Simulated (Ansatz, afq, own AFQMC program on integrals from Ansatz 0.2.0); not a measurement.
Integrals from Ansatz 0.2.0, then the random walk in our own AFQMC program (afq).

```yaml
crystal:
  periodic: [false, false, false]
  atoms:
    - {symbol: Al, position_ang: [0.000000, 0.074413, -0.095633]}
    - {symbol: H, position_ang: [0.000000, -1.372409, -0.753982]}
    - {symbol: H, position_ang: [0.420650, -0.309773, 1.656991]}
    - {symbol: H, position_ang: [-0.420650, -0.309773, 1.656991]}
basis:
  gaussian: {orbitals: cc-pVDZ}
magnetization: {spin_polarized: true, initial_magnetization: 2}
correlation: {method: ccsd_t, electrons: outside_noble_gas, hamiltonian_folder: ham}
```

```sh
$ ansatz run in.yaml --threads 1 --pin off --events-out ev --progress --plain --max-ram 24576MiB --backend cuda --devices 0, --max-vram 18GiB
```

afq runs on the folder ham with

```
--method phaseless --trial cisd --walkers 4000 --populations 20 --least-time 60 --time-step 0.005 --steps-per-block 50 --equilibration-blocks 28 --max-blocks 4000 --target-error 0.00015 --factor-cut 1e-05 --start spin_pure --seed 2655 --release-times 0.24,0.51,0.99,1.62,2.4 --release-step 0.03 --release-every 3 --taylor-order 6
```

Times are imaginary, in 1/Eh. The walk had a cap of 122 s. With eight or more populations the least sampling time is a fifth of least-time, and the error comes from their spread.

```
orbitals 28  electrons 4 2  factors 200 of 310
reference energy -243.53860162 Eh
CCSD correlation -0.09122517 Eh in 11 cycles, weight of the determinant in the CISD state 0.9359
energy of the start -243.629803 Eh
 block  time / (1/Eh)  mean weight  energy / Eh
     1     0.250  0.9999  -243.629439
     2     0.500  0.9999  -243.629637
     3     0.750  0.9999  -243.629967
     4     1.000  0.9999  -243.630343
     5     1.250  1.0000  -243.630606
    10     2.500  0.9999  -243.631279
    15     3.750  1.0000  -243.631552
    20     5.000  0.9998  -243.631727
    25     6.250  0.9999  -243.631865
    30     7.500  1.0002  -243.631946
    35     8.750  1.0000  -243.631827
    40    10.000  1.0000  -243.631974
    45    11.250  1.0001  -243.632071
    50    12.500  0.9999  -243.632097
    53    13.250  0.9998  -243.632217
    55    13.750  0.9999  -243.632006
    60    15.000  1.0001  -243.631884
    65    16.250  1.0000  -243.631916
    70    17.500  1.0001  -243.631733
    75    18.750  1.0001  -243.632133
    78    19.500  1.0000  -243.632060
error from the spread of 20 populations
released: time / (1/Eh)  energy / Eh  error  mean overlap
  0.24  -243.631802  0.000142  1.0003
  0.51  -243.631982  0.000030  1.0007
  0.99  -243.632025  0.000020  0.9982
  1.62  -243.632005  0.000016  0.9973
  2.40  -243.632002  0.000025  0.9956
energy -243.631945 +/- 0.000032 Eh
(rows thinned)
```

Task: Estimate how long the walk took on 1 × NVIDIA H100 80GB HBM3 with 2 threads of AMD EPYC 7R13 Processor (Zen 3), with other jobs on the host (the card was shared).

Result: 18 s of wall time.

The run passed its tests (sampling time, drift between the halves within three errors, error under three times the target), which doesn't prove that it has relaxed.

Against this walk (error 0.9 meV) on the same determinant: CCSD(T) 14.7 meV higher, CCSDT(Q) 1.6 meV lower (within the noise), CCSDTQ 1.7 meV lower (within the noise), full CI 1.8 meV lower (within the noise). The error is statistical and leaves out the bias of the constraint. Released to 2.40 1/Eh the energy moves by -1.6 ± 1.1 meV (both errors), within twice the noise.

Cautions: constraint bias not in the error; lower spins were not checked.

CCSDT and higher add their correlation energy to the determinant of the CCSD(T) run, since their own runs factorise the integrals more tightly (a shift of under 2 meV). A walk keeps the symmetry of its determinant, which the program's search chose and which needn't be the lowest solution, so a lower state of the same spin and another symmetry isn't excluded.
